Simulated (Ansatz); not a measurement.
A made-up structure of C$_{2}$H$_{3}$Si, doublet:

```tsv
atom	x (Å)	y (Å)	z (Å)
C1	-0.7361	0.0047	-0.8495
C2	-0.0299	0.0538	0.2464
Si3	0.8980	0.5378	1.6679
H4	-1.2491	-0.9081	-1.1512
H5	-0.8351	0.8592	-1.5180
H6	-0.3644	-0.8229	-1.3977
```

It is relaxed with PBE-D4/def2-SVP and then PBE0-D4/def2-TZVP (Ansatz 0.2.0). Atoms count as bonded within 1.22 times the sum of their covalent radii (H–H: 0.88 Å). The end point is not checked to be a true minimum.

**Question.** Does its bonding change? (Judge from chemistry; the calculation decides.)

**Answer.** The calculation gives: No: no bond forms or breaks.

Where it ends: The first stage lowers the energy by 2.30 eV in 8 steps. It ends as C₂H₃Si ([CH3][C][Si]):
C1  (-0.670, -0.147, -0.977)
C2  (0.011, 0.143, 0.267)
Si3  (0.833, 0.462, 1.704)
H4  (-1.580, -0.740, -0.837)
H5  (-0.912, 0.755, -1.551)
H6  (0.002, -0.748, -1.608)
(Å)

Labels in which every atom is bracketed show which atoms are joined, not bond orders.

For scale, one of the runs: PBE0-D4/def2-TZVP relaxation, 117 basis functions, launched by `ansatz run in.yaml --threads 2 --pin off --events-out ev --progress --plain --max-ram 4352MiB`. The run took about 35 s on 2 CPU threads of an Arm Neoverse V2 (shared host).
